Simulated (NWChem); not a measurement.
Species: difluoromethane (CH₂F₂); SMILES FCF

Results from NWChem. Medium grid unless said otherwise, to which SCAN and Minnesota functionals are sensitive. The geometry was optimised at PBE0/def2-SVP. Hybrids' shares of exact exchange are those that their runs print; pure functionals count as 0. The functionals differ in more than this share.

| row | share of exact exchange | highest occupied level (eV) |
|---|---|---|
| LDA (Slater exchange, VWN5)/def2-TZVPD | 0.00 | -8.15 |
| PBE/def2-TZVPD | 0.00 | -8.06 |
| B3LYP/def2-TZVPD | 0.20 | -9.65 |
| PBE0/def2-TZVPD | 0.25 | -9.86 |
| M06-2X/def2-TZVPD | 0.54 | -11.62 |
| Hartree-Fock/def2-TZVPD | 1.00 | withheld |

### Question
Fit a straight line of the last column on the one before it, predict the withheld value, and compare with the run.

### Answer

1. Means of the 5 shown rows: x = 0.198, y = -9.468. Slope Σ(x − x̄)(y − ȳ)/Σ(x − x̄)² = -1.296/0.1981 = -6.545; intercept -8.172.
2. The shown rows scatter about the line by 0.102 (root mean square); the largest residual is -0.17, at B3LYP/def2-TZVPD.
3. At x = 1.00 (Hartree-Fock/def2-TZVPD; beyond the shown range) the line gives -14.72.
4. The run gives -14.42, +0.30 from the line, 2.9 times the scatter.
